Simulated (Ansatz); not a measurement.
# BCl (SMILES [B]Cl): levels of theory compared

We compute a comparison of 6 runs (UHF/STO-3G, revPBE/STO-3G, wB97M-V/STO-3G, MP2/STO-3G, CCSDTQ/STO-3G, FCI/STO-3G) of BCl. 

The results are computed with Ansatz 0.2.0.

40 further runs of the same task are left out: 1 that didn't finish, 39 set aside as unsound or not needed.

**1. Starting point**

BCl: 2 atoms, total charge 0, spin state singlet. SMILES: `[B]Cl`. The Cl2–B1 distance was set to 2.147 Å, away from the relaxed value.

Bond lengths: B1–Cl2 2.147 Å.

**2. A single-point energy at UHF/STO-3G (run 1)**

in.yaml reads:

```yaml
crystal:
  periodic: [false, false, false]
  atoms:
    - {symbol: B, position_ang: [-0.000000, -0.000000, -0.499110]}
    - {symbol: Cl, position_ang: [0.000000, 0.000000, 1.648190]}
basis:
  gaussian: {orbitals: STO-3G}
magnetization: {spin_polarized: true, initial_magnetization: 0}
accuracy: high
hamiltonian: {xc: hf}
```

Run with:

```
$ ansatz run in.yaml --threads 1 --pin off --max-ram 3480MiB --events-out events.jsonl --progress --plain --runs-dir runs
```

The program printed:

```text
Warning: RAYON_NUM_THREADS=1 ignored (pool sized by the plan → 1); use --threads N
Functional definition: HF
  name "HF"
  exchange = exact_x
  correlation = 0
221 factors; integrals over basis functions are off by at most 3.2e-8 eV
mean field evaluation 1: about -13027.3226 eV, gradient 9.9e0 eV
mean field evaluation 2: about -13027.3563 eV, gradient 9.9e0 eV
mean field evaluation 4: about -13029.2733 eV, gradient 7.7e-1 eV
mean field evaluation 8: about -13029.2816 eV, gradient 4.9e-5 eV
mean field evaluation 16: about -13029.3306 eV, gradient 2.4e-1 eV
mean field evaluation 32: about -13029.2814 eV, gradient 1.1e-1 eV
mean field evaluation 64: about -13027.3226 eV, gradient 9.9e0 eV
mean field -13029.33790683 eV, -478.8193364736 hartree, gradient 9.4e-9 eV, S^2 0.251548; 4 other end points of the search recorded, 0 dependent functions left out
reference -13029.33790683 eV, -478.8193364736 hartree; 11, 11 occupied and 3, 3 virtual orbitals, 221 factors
Total energy: -13029.33790683 eV, -478.8193364736 hartree
```

Wall time 0.14 s (1 thread of Intel Xeon Platinum 8488C (Sapphire Rapids), shared host).

**3. The energy at revPBE/STO-3G (run 2)**

job.yaml reads:

```yaml
basis:
  gaussian:
    orbitals: STO-3G
crystal:
  periodic: [false, false, false]
  atoms:
    - {symbol: B, position_ang: [-0.000000, -0.000000, -0.499110]}
    - {symbol: Cl, position_ang: [0.000000, 0.000000, 1.648190]}
total_charge: 0
hamiltonian:
  xc: {name: revPBE}
accuracy: high
```

Run with:

```
$ ansatz run job.yaml --threads 1 --pin off --max-ram 3480MiB --events-out events.jsonl --progress --plain --runs-dir runs
```

The program printed:

```text
Warning: RAYON_NUM_THREADS=1 ignored (pool sized by the plan → 1); use --threads N
Functional definition: revPBE
  name "revPBE"
  parameter kappa = 1.245
  parameter beta = 0.06672455060314922
  exchange = pbe_x(kappa = kappa, mu = beta*pi^2/3)
  correlation = pbe_c(beta = beta)
221 factors; integrals over basis functions are off by at most 3.2e-8 eV
mean field evaluation 1: about -13046.3948 eV, gradient 1.4e1 eV
mean field evaluation 2: about -12937.3845 eV, gradient 1.7e2 eV
mean field evaluation 4: about -13048.0191 eV, gradient 2.3e0 eV
mean field evaluation 8: about -13048.0314 eV, gradient 1.1e-1 eV
mean field evaluation 16: about -13048.0315 eV, gradient 8.2e-8 eV
mean field -13048.03147705 eV, -479.5063125080 hartree, gradient 8.2e-8 eV, S^2 0.000000; 0 other end points of the search recorded, 0 dependent functions left out
reference -13048.03147884 eV, -479.5063125738 hartree; 11, 11 occupied and 3, 3 virtual orbitals, 221 factors
Total energy: -13048.03147884 eV, -479.5063125738 hartree
```

Wall time 0.36 s (1 thread of Intel Xeon Platinum 8488C (Sapphire Rapids), shared host).

**4. The energy at wB97M-V/STO-3G (run 3)**

input.yaml reads:

```yaml
crystal:
  periodic: [false, false, false]
  atoms:
    - symbol: B
      position_ang: [-0.000000, -0.000000, -0.499110]
    - symbol: Cl
      position_ang: [0.000000, 0.000000, 1.648190]
basis:
  gaussian:
    orbitals: STO-3G
accuracy: high
hamiltonian:
  xc: {name: wB97M-V}
```

Run with:

```
$ ansatz run input.yaml --threads 1 --pin off --max-ram 3480MiB --events-out events.jsonl --progress --plain --runs-dir runs
```

The program printed, shortened:

```text
Warning: RAYON_NUM_THREADS=1 ignored (pool sized by the plan → 1); use --threads N
Functional definition: wB97M-V
  name "wB97M-V"
[...]
  gx(w, u) = 1 - cx + cx01*u + cx10*w
  gss(w, u) = css00 + css04*u^4 + css10*w + css20*w^2 + css43*w^4*u^3
  gos(w, u) = cos00 + cos10*w + (cos20 + cos21*u)*w^2 + (cos60 + cos61*u)*w^6
[...]
      + integral(e_c_pw_mod_opposite_spin*gos(b97_w_opposite, b97_u_opposite)) + vv10(b, c)
221 factors; integrals over basis functions are off by at most 3.2e-8 eV
101 factors; integrals over basis functions are off by at most 6.7e-10 eV
[...]
mean field -13051.59808288 eV, -479.6373828549 hartree, gradient 8.2e-8 eV, S^2 0.000000; 0 other end points of the search recorded, 0 dependent functions left out
reference -13051.59808459 eV, -479.6373829179 hartree; 11, 11 occupied and 3, 3 virtual orbitals, 221 factors
Total energy: -13051.59808459 eV, -479.6373829179 hartree
```

It took 3.3 s on 1 thread of Intel Xeon Platinum 8488C (Sapphire Rapids), shared host; peak memory 0.19 GiB.

Runs 4 to 5 aren't shown in full; the table further down has their settings and results.

**5. The energy at FCI/STO-3G (run 6)**

in.yaml reads:

```yaml
crystal:
  periodic: [false, false, false]
  atoms:
    - symbol: B
      position_ang: [-0.000000, -0.000000, -0.499110]
    - symbol: Cl
      position_ang: [0.000000, 0.000000, 1.648190]
basis:
  gaussian:
    orbitals: STO-3G
correlation:
  method: fci
  frozen_orbitals: {B: 1, Cl: 5}
accuracy: high
```

Run with:

```
$ ansatz run in.yaml --threads 1 --pin off --max-ram 3480MiB --events-out events.jsonl --progress --plain --runs-dir runs
```

The program printed:

```text
Warning: RAYON_NUM_THREADS=1 ignored (pool sized by the plan → 1); use --threads N
[... 4 set-up lines as earlier in the session ...]
221 factors; integrals over basis functions are off by at most 3.2e-8 eV
mean field evaluation 1: about -13027.3226 eV, gradient 1.4e1 eV
mean field evaluation 2: about -13027.3563 eV, gradient 1.4e1 eV
mean field evaluation 4: about -13029.2733 eV, gradient 1.1e0 eV
mean field evaluation 8: about -13029.2815 eV, gradient 7.9e-2 eV
mean field -13029.28155369 eV, -478.8172655340 hartree, gradient 2.6e-8 eV, S^2 0.000000; 0 other end points of the search recorded, 0 dependent functions left out; unrestricted orbitals would lower it
mean field evaluation 16: about -13029.1873 eV, gradient 9.4e0 eV
6 core orbitals not correlated: weight in the atoms' cores, before any rotation towards them, 1.000 or more for the frozen orbitals, at most 0.000 for the correlated occupied ones
reference -13029.28155369 eV, -478.8172655340 hartree; 5, 5 occupied and 3, 3 virtual orbitals, 221 factors
state -13031.23106888 eV, -478.8889088957 hartree
Total energy: -13031.23106888 eV, -478.8889088957 hartree
```

Wall time 0.16 s (1 thread of Intel Xeon Platinum 8488C (Sapphire Rapids), shared host).

**6. Overview of the runs**

```tsv
run	level	frozen core orbitals	energy (Eh)	wall time
1	UHF/STO-3G	–	-478.819336	0.14 s
2	revPBE/STO-3G	–	-479.506313	0.36 s
3	wB97M-V/STO-3G	–	-479.637383	3.3 s
4	MP2/STO-3G	6	-478.858329	0.08 s
5	CCSDTQ/STO-3G	6	-478.888897	2.2 s
6	FCI/STO-3G	6	-478.888909	0.16 s
```

**7. Outcome**

| quantity | value |
| --- | --- |
| run 6: total energy | -478.88891 Eh |
| run 6: correlation energy (6 core orbitals frozen) | -71.6 mEh |

What this shows: Against full CI in this basis: UHF +69.6 mEh; MP2 +30.6 mEh; CCSDTQ +0.0 mEh. Totals of different functionals can't be ranked against each other. In runs 4, 5 the log says that unrestricted orbitals would lower the reference, so the values rest on an unstable closed-shell determinant (other closed-shell runs at this shape may share the fault). In runs 1, 2, 3, 4, 5, 6 the basis is minimal, so the values are rough. Spin contamination of the reference: run 1 ⟨S²⟩ = 0.25. All runs together took 6.2 s, the longest 3.3 s.
